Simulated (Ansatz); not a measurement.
# C2H2 (SMILES C#C): the energy, rung by rung

The species is C2H2 (4 atoms), meant as a singlet with charge 0. As SMILES, `C#C`. Geometry: optimised at r2SCAN/def2-SVP.

```xyz
4

C     0.1574   -0.5487    0.2029
C    -0.1574    0.5487   -0.2029
H     0.4367   -1.5223    0.5627
H    -0.4367    1.5223   -0.5627
```

Quantity: the dissociation energy of the C2–C1 bond into doublet CH and doublet CH (shapes relaxed at r2SCAN/def2-SVP, no zero-point term), in eV. The values are calculated.

```json
{"level": "HF/def2-TZVPP", "kind": "Hartree–Fock", "program": "Ansatz", "value (eV)": "7.59"}
{"level": "SVWN5/def2-TZVPP", "kind": "LDA", "program": "Ansatz", "value (eV)": "11.93"}
{"level": "BLYP/def2-TZVPP", "kind": "GGA", "program": "Ansatz", "value (eV)": "10.15"}
{"level": "PBE/def2-TZVPP", "kind": "GGA", "program": "Ansatz", "value (eV)": "10.64"}
{"level": "B3LYP/def2-TZVPP", "kind": "global hybrid", "program": "Ansatz", "value (eV)": "10.06"}
{"level": "CAM-B3LYP/def2-TZVPP", "kind": "range-separated hybrid", "program": "Ansatz", "value (eV)": "10.15"}
{"level": "B2PLYP/def2-TZVPP", "kind": "double hybrid", "program": "Ansatz", "value (eV)": "10.28"}
{"level": "MP2/def2-TZVPP", "kind": "perturbation theory", "program": "Ansatz", "value (eV)": "11.00"}
{"level": "CCSD(T)/def2-TZVPP", "kind": "coupled cluster or CI", "program": "Ansatz", "value (eV)": "10.01"}
```

The values span 7.59 to 11.93 eV. Spin contamination of the reference (⟨S²⟩ at least 0.1 too high) touches HF/def2-TZVPP, B2PLYP/def2-TZVPP, MP2/def2-TZVPP, CCSD(T)/def2-TZVPP. Hartree–Fock misses the correlation of the electron pair that is broken and comes out low. Measured bond enthalpies also hold zero-point and thermal terms, a few tenths of an eV less. The coupled-cluster rows rest on a doubtful reference here (large T1 or Brueckner and Hartree–Fock orbitals at odds), and rows may lie in different states.
